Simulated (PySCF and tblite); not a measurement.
The numbers below are computed, except where a source is named.
C3H6Cl2, numbered as in [CH3:1][C@H:2]([Cl:3])[CH2:4][Cl:5]. The ensemble was built from 90 distance-geometry starts (ETKDG and KDG, MMFF94s, GFN2-xTB) and rests on PBE0-D3(BJ)/def2-SVP geometries. Energies: PBE0-D3(BJ)/def2-TZVP, with GFN2-xTB thermal terms (modes under about 100 cm⁻¹ blended into free rotors). Symmetry numbers and mirror images are counted. Conformers within 4 kcal/mol (GFN2-xTB free energy) were kept, 5 at most. GIAO shieldings: PBE0/pcSseg-1. Shifts are against TMS (¹H), TMS (¹³C) at the same level; of two unlike H on one atom, a is the less shielded. Programs: PySCF with density fitting and tblite.

Torsions listed: Cl3–C2–C4–Cl5.

```json
{"conformer": "1", "shape": "173°", "point group": "C1", "mirror pair": "no", "ΔE(DFT)": "0.00", "Δ(G−E) at 220 K": "0.00", "δ H4a (ppm)": "3.55"}
{"conformer": "2", "shape": "-67°", "point group": "C1", "mirror pair": "no", "ΔE(DFT)": "1.46", "Δ(G−E) at 220 K": "-0.01", "δ H4a (ppm)": "3.43"}
{"conformer": "3", "shape": "65°", "point group": "C1", "mirror pair": "no", "ΔE(DFT)": "1.53", "Δ(G−E) at 220 K": "-0.09", "δ H4a (ppm)": "3.16"}
```

Energies in kcal/mol; the thermal term leaves out symmetry numbers and mirror images.

(1) Work out the weights at 220 K and the ¹H shift of H4a under fast exchange.

Answers

(1) RT = 0.437 kcal/mol. Each conformer gets RT ln(σ/g), with σ the rotational symmetry number and g = 2 for a mirror pair: 1: σ = 1, g = 1, G = 0.00 + 0.00 + 0.00 = 0.00, 0.00 above the lowest, exp(−ΔG/RT) = 1.000; 2: σ = 1, g = 1, G = 1.46 − 0.01 + 0.00 = 1.45, 1.45 above the lowest, exp(−ΔG/RT) = 0.036; 3: σ = 1, g = 1, G = 1.53 − 0.09 + 0.00 = 1.45, 1.45 above the lowest, exp(−ΔG/RT) = 0.037. The sum is 1.073, so the weights are 93.2, 3.4, 3.4 %. The averaged shift is 3.53 ppm. At 298.15 K it is 3.51 ppm. At 298.15 K the leading conformer alone gives 3.55 ppm and bare DFT energies give 3.52 ppm.
